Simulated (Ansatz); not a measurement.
Geometry optimisation, RHF/def2-SVP in Ansatz 0.2.0.

The input (input.yaml):

```yaml
crystal:
  periodic: [false, false, false]
  atoms:
    - { symbol: Si, position_ang: [0.0, 0.0, 0.0] }
    - { symbol: H, position_ang: [0.8436, 0.0, 1.4296] }
    - { symbol: O, position_ang: [1.8237, 0.0, 0.457] }
    - { symbol: C, position_ang: [2.5898, -1.1632, 0.1804] }
    - { symbol: H, position_ang: [1.9581, -1.9052, -0.3511] }
    - { symbol: H, position_ang: [3.4574, -0.8926, -0.4569] }
    - { symbol: H, position_ang: [2.9536, -1.6023, 1.1328] }
    - { symbol: H, position_ang: [-0.6877, 1.1914, -0.4862] }
    - { symbol: H, position_ang: [-0.6877, -1.1914, -0.4862] }
basis:
  gaussian: { orbitals: def2-SVP }
hamiltonian:
  xc: hf
relax:
  f_tol: 0.15
  max_steps: 25
  restrain:
    - { distance: [1, 2], at: 1.01, k: 30.0 }
    - { distance: [0, 1], at: 2.66, k: 30.0 }
    - { distance: [0, 2], at: 2.88, k: 30.0 }
output:
  orbitals: {}
```

Run as:

```bash
$ ansatz run input.yaml --threads 1 --pin off --max-ram 2048MiB --backend cpu --events-out ev --progress --plain --runs-dir out
```

Where does it end, and by what steps?

It converged. The restraints hold the end off the free minimum; the threshold counts their pulls, which the force column leaves out. Restrained pairs: H2–O3 (1.38 → 0.97 Å), Si1–H2 (1.66 → 2.67 Å), Si1–O3 (1.88 → 2.86 Å). After 8 steps the energy has fallen by 1.970 eV (the restraints' own energy left out); Si1 moved furthest, 0.91 Å.

| step | energy less start (eV) | largest force component (eV/Å) | accepted |
| --- | --- | --- | --- |
| 0 | 0.0000 | 4.971 | yes |
| 1 | 1.4802 | 6.937 | yes |
| 2 | 2.0895 | 6.814 | yes |
| 3 | 0.8672 | 6.166 | yes |
| 4 | -0.5508 | 4.337 | yes |
| 5 | -1.5688 | 2.489 | yes |
| 6 | -1.8844 | 1.279 | yes |
| 7 | -1.9157 | 1.615 | yes |
| 8 | -1.9701 | 1.299 | yes |

```xyz
9
Properties=species:S:1:pos:R:3
Si -0.887 0.126 0.135
H 1.370 -0.280 1.500
O 1.906 -0.067 0.721
C 2.651 -1.174 0.299
H 2.026 -1.995 -0.057
H 3.276 -0.838 -0.523
H 3.297 -1.551 1.098
H -0.675 1.213 -0.886
H -0.713 -0.997 -0.866
```

Run time: 11 s on 1 thread of Arm Neoverse V1, with other jobs on the host, peak memory 0.13 GiB.
